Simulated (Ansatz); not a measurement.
Geometry optimisation, RKS PBE/def2-SVP (Ansatz 0.2.0).

input.yaml

```yaml
crystal:
  periodic: [false, false, false]
  atoms:
    - { symbol: B, position_ang: [0.0, 0.0, 0.0] }
    - { symbol: C, position_ang: [1.0599, 0.0, 1.4549] }
    - { symbol: H, position_ang: [0.0603, -0.3092, 1.8254] }
    - { symbol: H, position_ang: [1.8275, -0.7111, 1.8254] }
    - { symbol: H, position_ang: [1.2919, 1.0203, 1.8254] }
    - { symbol: H, position_ang: [1.3894, 0.0, -0.0408] }
    - { symbol: F, position_ang: [-1.1431, 0.0, -0.66] }
basis:
  gaussian: { orbitals: def2-SVP }
hamiltonian:
  xc: pbe
relax:
  f_tol: 0.15
  max_steps: 25
  restrain:
    - { distance: [1, 5], at: 2.31, k: 30.0 }
    - { distance: [0, 1], at: 1.6, k: 30.0 }
    - { distance: [0, 5], at: 1.19, k: 30.0 }
output:
  orbitals: {}
```

Command:

```bash
$ ansatz run input.yaml --threads 1 --pin off --max-ram 2048MiB --backend cpu --events-out ev --progress --plain --runs-dir out
```

Problem. Where does it end, and by what steps?

Solution. The forces met the threshold. The restraints hold the end off the free minimum. After 6 steps the energy has fallen by 5.879 eV (the restraints' own energy left out); H6 moved furthest, 0.69 Å. The start is strongly strained (largest force component 8 eV/Å).

```
step  energy less start (eV)  largest force component (eV/Å)  accepted
   0                  0.0000                           8.161       yes
   1                 -2.1972                           5.188       yes
   2                 -3.8001                           3.387       yes
   3                 -5.4108                           1.643       yes
   4                 -5.8649                           0.776       yes
   5                 -5.8661                           0.747       yes
   6                 -5.8787                           0.923       yes
```

```xyz
7
Properties=species:S:1:pos:R:3
B 0.409 0.004 0.032
C 0.780 -0.022 1.559
H -0.038 -0.228 2.276
H 1.599 -0.759 1.711
H 1.234 0.965 1.810
H 1.331 0.148 -0.707
F -0.829 -0.108 -0.450
```

Time of the run: 9.9 s on 1 thread of Arm Neoverse V1 (shared host), peak memory 0.12 GiB.
